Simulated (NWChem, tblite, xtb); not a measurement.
## BPH5Cl (SMILES [PH3+][BH2-]Cl): methods side by side

BPH5Cl: 8 atoms, total charge 0, spin state singlet. SMILES: `[PH3+][BH2-]Cl`. Geometry: relaxed at GFN2-xTB.

Each level gives the dipole moment (D). The values are calculated.

```
                             level            kind  program  value (D)   CPU time
                          GFN2-xTB  semi-empirical      xtb       4.36  under 2 s
                         IPEA1-xTB  semi-empirical   tblite       5.54  under 2 s
                          GFN0-xTB  semi-empirical      xtb       5.37  under 2 s
                          GFN1-xTB  semi-empirical      xtb       4.67  under 2 s
                         HF/STO-3G    Hartree–Fock   NWChem       6.21      1.8 s
                      HF/def2-SVPD    Hartree–Fock   NWChem       4.78       21 s
 PBE/6-31+G* (spherical functions)             GGA   NWChem       4.36       31 s
B3LYP/6-31G* (spherical functions)   global hybrid   NWChem       4.51       21 s
B3LYP/6-31G* (Cartesian functions)   global hybrid   NWChem       4.51       21 s
```

The values span 4.36 to 6.21 D. Sets without polarisation functions give poor dipoles. Without the sets that lack polarisation functions the rows with a basis span only 4.36 to 4.78 D. Times are those of the runs behind each value, whatever else they computed, on shared processors of several kinds: orders of magnitude only.
